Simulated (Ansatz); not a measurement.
# CH6OSi: a dynamics run in two tries

Aim: a short trajectory for this system. SMILES of the start: C[SiH2]O.

All numbers below are computed with Ansatz 0.2.0 (RKS r2SCAN/cc-pVDZ).

## (1) The structure to begin with

Bond lengths: Si1–C2 1.878 Å, C2–H3 1.103 Å, C2–H4 1.102 Å, C2–H5 1.102 Å, Si1–O6 1.694 Å, O6–H7 0.967 Å, Si1–H8 1.494 Å, Si1–H9 1.504 Å. Angles: Si1–C2–H3 110.2°, Si1–C2–H4 111.9°, Si1–C2–H5 110.8°, H3–C2–H4 107.5°, H3–C2–H5 108.0°, H4–C2–H5 108.3°, C2–Si1–O6 112.6°, C2–Si1–H8 110.5°, C2–Si1–H9 108.9°, O6–Si1–H8 104.2°, O6–Si1–H9 110.9°, H8–Si1–H9 109.6°, Si1–O6–H7 114.5°.

Structure file:

```xyz
9

Si   -0.0341   -0.0584   -0.0133
C     0.0102   -0.0243    1.8640
H    -1.0158   -0.0356    2.2700
H     0.5410   -0.8972    2.2782
H     0.5100    0.8883    2.2261
O     1.5083    0.0570   -0.7036
H     2.0819   -0.7023   -0.5334
H    -0.7614    1.1343   -0.5421
H    -0.7307   -1.3138   -0.4623
```

## (2) First attempt

Contents of input.yaml:

```yaml
crystal:
  periodic: [false, false, false]
  atoms:
    - { symbol: Si, position_ang: [-0.034115, -0.058419, -0.013323] }
    - { symbol: C, position_ang: [0.010224, -0.024308, 1.864025] }
    - { symbol: H, position_ang: [-1.015795, -0.035593, 2.269959] }
    - { symbol: H, position_ang: [0.541013, -0.897212, 2.278219] }
    - { symbol: H, position_ang: [0.510028, 0.888251, 2.226136] }
    - { symbol: O, position_ang: [1.508265, 0.05698, -0.703586] }
    - { symbol: H, position_ang: [2.081893, -0.702331, -0.533419] }
    - { symbol: H, position_ang: [-0.761442, 1.134336, -0.542124] }
    - { symbol: H, position_ang: [-0.73067, -1.313804, -0.462288] }
basis:
  gaussian: { orbitals: cc-pVDZ }
hamiltonian:
  xc: r2scan
md:
  timestep: -0.5
  n_steps: 25
  ensemble: nve
  temperature: 400.0
  initial_velocities: maxwell_boltzmann
  seed: 901605
```

On the command line:

```
> ansatz run input.yaml --threads 1 --pin off --max-ram 2048MiB --backend cpu --events-out ev --progress --plain --runs-dir out
```

Q: Predict the outcome of this session. Wanted: first try.

As calculated:

| quantity | value |
| --- | --- |
| first try | refused |
| cause | the time step is negative |

What this shows: The fault in the first input was caught at the input check and cost nothing.
